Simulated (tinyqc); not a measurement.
Coupled-perturbed Hartree-Fock on RHF in the sto-3g basis, for H2O, spin multiplicity 1, step by step. One step of it, computed by the program tinyqc.

Task: Response to a field: uncoupled start. Field along z; U_ai = -mu_ai / (e_a - e_i), alpha = -4 sum U_ai mu_ai.

orbital energies (hartree): MO1 -20.246717, MO2 -1.219529, MO3 -0.576730, MO4 -0.427974, MO5 -0.382854, MO6 0.503134, MO7 0.650695

dipole integrals <a|z|i> (bohr):
```
          i1         i2         i3         i4        i5
a6  0.042960  -0.051914   0.000000  -0.498271  0.000000
a7  0.000000   0.000000  -0.641189   0.000000  0.000000
```

Give: uncoupled U; uncoupled polarisability.

Result:

uncoupled U:
```
        i1     i2     i3     i4     i5
a6  -0.002  0.030  0.000  0.535  0.000
a7   0.000  0.000  0.522  0.000  0.000
```

uncoupled polarisability = 2.413 bohr^3
